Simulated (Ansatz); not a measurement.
Species: methanol, CH$_{4}$O (charge 0, singlet). SMILES: CO
Coordinates optimised at B3LYP-D3(BJ)/def2-TZVP (Ansatz, an electronic-structure program):
```xyz
6

C     -0.0525     0.6636    -0.0008
O     -0.0399    -0.7570     0.0018
H     -1.0978     0.9691     0.0075
H      0.8740    -1.0577    -0.0054
H      0.4365     1.0833     0.8854
H      0.4213     1.0799    -0.8968
```

Problem. Give the harmonic wavenumbers at B3LYP-D3(BJ)/def2-TZVP (Ansatz, finite differences of forces, unscaled).

Solution. 303, 1044, 1081, 1171, 1369, 1482, 1495, 1510, 2991, 3035, 3110, 3813 cm⁻¹. Zero-point energy 32.0 kcal/mol.

Problem. From these and the geometry, give the ideal-gas thermochemistry at 298.15 K and 1 atm (rigid rotor, harmonic oscillator).

Solution. Point group Cs, rotational symmetry number 1. Rotational constants 128.4, 24.74, 23.88 GHz. S(trans) 36.33, S(rot) 18.99, S(vib) 1.65, S(elec, spin only) 0.00, S 57.0 cal/(mol K). H(298) - H(0) 2.69 kcal/mol; G - E(el) 17.7 kcal/mol. Tabulated S at 1 bar: 57.3 cal/(mol K) (CRC Handbook, as tabulated in the package chemicals); it can hold hindered rotation or other conformers, which this model lacks.
